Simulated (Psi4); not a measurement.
# C2H2F2 (vinylidene fluoride) at 4 levels

Wanted: a comparison of 4 runs (HF/def2-SVP, B3LYP/6-31G*, PBE0/6-31G*, PBE/def2-SVPD) of C2H2F2 (vinylidene fluoride). 

The results are computed with Psi4 1.11.

1 further run of the same task is left out (set aside as unsound or not needed).

### Step 1. The molecule

C2H2F2 has 6 atoms, charge 0, and is taken as a singlet. SMILES: `C=C(F)F`. The coordinates come from a PBE0-D4/def2-TZVP relaxation.

Bond lengths: C1–C2 1.315 Å, C2–F3 1.313 Å, C2–F4 1.313 Å, C1–H5 1.079 Å, C1–H6 1.079 Å. Angles: C1–C2–F3 125.2°, C1–C2–F4 125.2°, F3–C2–F4 109.6°, C2–C1–H5 119.7°, C2–C1–H6 119.7°, H5–C1–H6 120.6°.

### Step 2. The energy at HF/def2-SVP (run 1)

c2h2f2.py

```python
import psi4

psi4.set_memory(1600000000)
psi4.set_num_threads(1)
psi4.set_output_file('psi4.out', False)

mol = psi4.geometry("""
0 1
C     -0.21901926     0.89006100    -1.02876690
C      0.19842124    -0.74568593     0.79387394
F     -0.85963641    -0.68710442     3.03792372
F      1.73703625    -2.68737952     0.64817606
H      0.74493004     0.68143524    -2.81266836
H     -1.52236337     2.42792012    -0.72603278
units bohr
symmetry c1
""")

psi4.set_options(dict(basis='def2-SVP', puream=True, e_convergence=1e-09, d_convergence=1e-08, scf_type='pk'))

energy_value, wavefunction = psi4.energy('scf', return_wfn=True)
psi4.oeprop(wavefunction, 'QUADRUPOLE', 'DIPOLE', 'WIBERG_LOWDIN_INDICES', title='SCF')
print(f'scf energy: {energy_value:.10f} Eh')
```

Started as:

```bash
python c2h2f2.py
```

psi4.out:

```text
[...]
  Running in c1 symmetry.
[...]
  Nuclear repulsion =  118.253191779495239
[...]
  Multiplicity = 1
[...]
  Nalpha       = 16
  Nbeta        = 16
[...]
    Number of basis functions: 66
[...]
   @RHF iter   1:  -275.42491651310326   -4.93258e-01   6.84797e-03 DIIS/ADIIS
[...]
   @RHF iter  11:  -275.52422686939605   -2.11458e-11   8.23105e-09 DIIS
[...]
  @RHF Final Energy:  -275.52422686939605
   => Energetics <=
    Nuclear Repulsion Energy =            118.2531917794952392
    One-Electron Energy =                -615.6775860159747253
    Two-Electron Energy =                 221.9001673670834691
    Total Energy =                       -275.5242268693959886
[...]
 Multipole Moments:
 ------------------------------------------------------------------------------------
     Multipole            Electronic (a.u.)      Nuclear  (a.u.)        Total (a.u.)
 ------------------------------------------------------------------------------------
 L = 1.  Multiply by 2.5417464519 to convert [e a0] to [Debye]
 Dipole X            :          0.7254207           -0.8221528           -0.0967321
 Dipole Y            :         -2.8423483            3.2212958            0.3789475
 Dipole Z            :          3.1671369           -3.5894198           -0.4222828
 Magnitude           :                                                    0.5755702
 L = 2.  Multiply by 1.3450342976 to convert [e a0^2] to [Debye ang]
 Quadrupole XX       :        -52.3431469           35.6947881          -16.6483587
 Quadrupole XY       :         36.1427537          -36.2552577           -0.1125040
[...]
```

Standard output:

```text
scf energy: -275.5242268694 Eh
```

Wall time 3 s (1 thread of Intel Xeon 6975P-C (Granite Rapids), shared host); peak memory 0.22 GiB.

### Step 3. Energy and forces at B3LYP/6-31G(d) (spherical functions) (run 2)

calc.inp

```
memory 1.6 GB

molecule m {
  0 1
  C     -0.115900     0.471000    -0.544400
  C      0.105000    -0.394600     0.420100
  F     -0.454900    -0.363600     1.607600
  F      0.919200    -1.422100     0.343000
  H      0.394200     0.360600    -1.488400
  H     -0.805600     1.284800    -0.384200
  symmetry c1
  no_reorient
  no_com
}

set {
  basis                6-31G*
  puream               true
  e_convergence        1e-09
  d_convergence        1e-08
  scf_type             pk
  dft_radial_points    99
  dft_spherical_points 590
}

e, wfn = gradient('b3lyp', return_wfn=True)
print_variables()
```

Started as:

```bash
psi4 -i calc.inp -o calc.out -n 1
```

calc.out:

```text
[...]
  Running in c1 symmetry.
[...]
  Nuclear repulsion =  118.253191627133290
[...]
  Multiplicity = 1
[...]
  Nalpha       = 16
  Nbeta        = 16
[...]
    Number of basis functions: 60
[...]
   @RKS iter   1:  -276.86977398302838   -1.34781e-01   1.03233e-02 DIIS/ADIIS
[...]
   @RKS iter  10:  -277.05494408541409   -1.27329e-11   8.14281e-09 DIIS
[...]
  @RKS Final Energy:  -277.05494408541409
   => Energetics <=
    Nuclear Repulsion Energy =            118.2531916271332904
    One-Electron Energy =                -616.6648550667766813
    Two-Electron Energy =                 247.6677246504349057
    DFT Exchange-Correlation Energy =     -26.3110052962055896
    Empirical Dispersion Energy =           0.0000000000000000
    VV10 Nonlocal Energy =                  0.0000000000000000
    Total Energy =                       -277.0549440854140926
[...]
  -Total Gradient:
     Atom            X                  Y                   Z
    ------   -----------------  -----------------  -----------------
       1        0.001444772551    -0.005604203094     0.006223604219
       2        0.000166008816    -0.000652312076     0.000725512025
       3        0.006374387823    -0.001430524990    -0.011709558776
       4       -0.008580528566     0.010084358144     0.002060953309
       5       -0.000379627952    -0.000677984776     0.001975677927
       6        0.000973089038    -0.001711693242     0.000715184147
[...]
```

Run time: 9.3 s. Hardware: 1 thread of Intel Xeon 6975P-C (Granite Rapids), shared host; peak memory 0.77 GiB.

Run 3 isn't shown in full; the table further down has it.

### Step 4. The energy at PBE/def2-SVPD (run 4)

job.py

```python
import psi4

psi4.set_memory(1600000000)
psi4.set_num_threads(1)
psi4.core.set_output_file('output.dat', False)

molecule = psi4.geometry("""
C     -0.115900     0.471000    -0.544400
C      0.105000    -0.394600     0.420100
F     -0.454900    -0.363600     1.607600
F      0.919200    -1.422100     0.343000
H      0.394200     0.360600    -1.488400
H     -0.805600     1.284800    -0.384200
symmetry c1
no_reorient
no_com
""")

options = {'basis': 'def2-SVPD', 'reference': 'rks', 'puream': True, 'e_convergence': 1e-09, 'd_convergence': 1e-08, 'scf_type': 'pk', 'dft_radial_points': 99, 'dft_spherical_points': 590}
psi4.set_options(options)

e_tot = psi4.energy('pbe', molecule=molecule)
print(f'pbe energy: {e_tot:.10f} Eh')
```

Started as:

```bash
python job.py
```

output.dat:

```text
[...]
  Running in c1 symmetry.
[...]
  Nuclear repulsion =  118.253191627133290
[...]
  Multiplicity = 1
[...]
  Nalpha       = 16
  Nbeta        = 16
[...]
    Number of basis functions: 102
[...]
   @RKS iter   1:  -276.31346503673876    6.94344e-02   7.26006e-03 ADIIS/DIIS
[...]
   @RKS iter  11:  -276.59231481961734   -4.37694e-12   6.08415e-09 DIIS
[...]
  @RKS Final Energy:  -276.59231481961734
   => Energetics <=
    Nuclear Repulsion Energy =            118.2531916271332904
    One-Electron Energy =                -615.7037425862064310
    Two-Electron Energy =                 252.9962075576557652
    DFT Exchange-Correlation Energy =     -32.1379714181999603
    Empirical Dispersion Energy =           0.0000000000000000
    VV10 Nonlocal Energy =                  0.0000000000000000
    Total Energy =                       -276.5923148196173429
[...]
 Multipole Moments:
 ------------------------------------------------------------------------------------
     Multipole            Electronic (a.u.)      Nuclear  (a.u.)        Total (a.u.)
 ------------------------------------------------------------------------------------
 L = 1.  Multiply by 2.5417464519 to convert [e a0] to [Debye]
 Dipole X            :         -7.0723419            6.9955771           -0.0767647
 Dipole Y            :         26.6954565          -26.3947497            0.3007069
 Dipole Z            :        -28.5619312           28.2268391           -0.3350921
 Magnitude           :                                                    0.4567320
[...]
```

The script printed:

```text
pbe energy: -276.5923148196 Eh
```

Run time: 16 s. Hardware: 1 thread of Intel Xeon 6975P-C (Granite Rapids), shared host; peak memory 0.73 GiB.

### Step 5. Overview of the runs

```tsv
run	level	task	integration grid	energy (Eh)	dipole moment (D)	HOMO energy (eV)	LUMO energy (eV)	wall time
1	HF/def2-SVP	energy	–	-275.524227	1.46	-10.74	4.91	3 s
2	B3LYP/6-31G* (spherical functions)	gradient	99 radial × 590 angular	-277.054944	0.95	-7.09	0.89	9.3 s
3	PBE0/6-31G* (spherical functions)	gradient	99 radial × 590 angular	-276.776027	0.97	-7.39	1.12	11 s
4	PBE/def2-SVPD	energy	99 radial × 590 angular	-276.592315	1.16	-6.55	-0.69	16 s
```

### Step 6. Outcome

| quantity | value |
| --- | --- |
| run 4: total energy | -276.59231 Eh |
| run 4: dipole moment | 1.16 D |
| run 4: HOMO energy | -6.55 eV |
| run 4: LUMO energy | -0.69 eV |
| run 4: HOMO–LUMO gap | 5.87 eV |

What this shows: The dipole moment (its size) runs from 0.95 D (B3LYP/6-31G*) to 1.46 D (HF/def2-SVP). The two ends differ in method and basis. The HOMO–LUMO gap runs from 5.87 eV (PBE/def2-SVPD) to 15.65 eV (HF/def2-SVP). Totals of different functionals can't be ranked against each other. All runs together took 39 s, the longest 16 s.
